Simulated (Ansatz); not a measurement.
Two isomers of C5H6: A = `C#C/C=C/C`, B = `C#CC(=C)C`.

Calculated with Ansatz (gas phase, PBE0-D4/def2-TZVP geometries, no zero-point term in ΔE). CCSD(T)/CBS is the MP2 limit (def2-TZVPP, def2-QZVPP) plus CCSD(T) − MP2 in def2-TZVPP, frozen cores. Functionals use def2-TZVPP. B3LYP here is the variant with VWN-RPA as its local correlation; programs differ in this.

A:

```xyz
11

C     1.2582   -0.2475    2.7551
C     0.9041   -0.3053    1.6062
C     0.5139   -0.4005    0.2477
C    -0.4587    0.3287   -0.3044
C    -0.8734    0.2350   -1.7272
H     1.5652   -0.1900    3.7721
H     1.0567   -1.1202   -0.3617
H    -0.9885    1.0420    0.3220
H    -0.2843   -0.5057   -2.2706
H    -0.7626    1.2009   -2.2306
H    -1.9307   -0.0374   -1.8087
```

B:

```xyz
11

C     0.8549   -1.0307   -2.0523
C     0.5520   -0.5095   -1.0112
C     0.1357    0.1014    0.2079
C     1.0333    0.5314    1.0973
C    -1.3450    0.2229    0.4131
H     1.1381   -1.4901   -2.9694
H     0.7157    0.9956    2.0237
H     2.0963    0.4297    0.9200
H    -1.8183   -0.7622    0.3897
H    -1.7964    0.8137   -0.3880
H    -1.5664    0.6978    1.3693
```

Problem. Which isomer does CCSD(T)/CBS put lower? Give the gap. (Estimate.)

Solution. The calculation gave: B, by 0.1 kcal/mol. So small a gap doesn't settle the order.

Problem. Give E(B) − E(A) in kcal/mol with B3LYP, CCSD/def2-TZVPP, PBE-D4, CCSD(T)/def2-SVP, B2PLYP, HF/def2-TZVPP, CCSD(T)/def2-TZVPP. (Estimate.)

Solution. The calculation gave: B3LYP 1.1, CCSD/def2-TZVPP 0.0, PBE-D4 0.8, CCSD(T)/def2-SVP 0.1, B2PLYP 0.5, HF/def2-TZVPP 0.7, CCSD(T)/def2-TZVPP -0.1. The order is the other way round with B3LYP, PBE-D4, B2PLYP, HF/def2-TZVPP.

Problem. Does the order hold for the free energy at 298.15 K (harmonic terms from PBE0-D4)? (Estimate.)

Solution. Computed: Too close to call: G(B) − G(A) = 0.0 kcal/mol.

Largest T1 diagnostic: 0.012.

Leaving LDA and LC-ωPBE aside and taking each functional with its dispersion term where it has one, the values, not all of them listed here, spread over 0.6 kcal/mol, from ωB97M-V to PBE-D4. In def2-TZVPP, CCSD(T) changes the Hartree–Fock value by −0.8 kcal/mol (the triples alone add −0.1 kcal/mol) and MP2 by −1.1 kcal/mol.
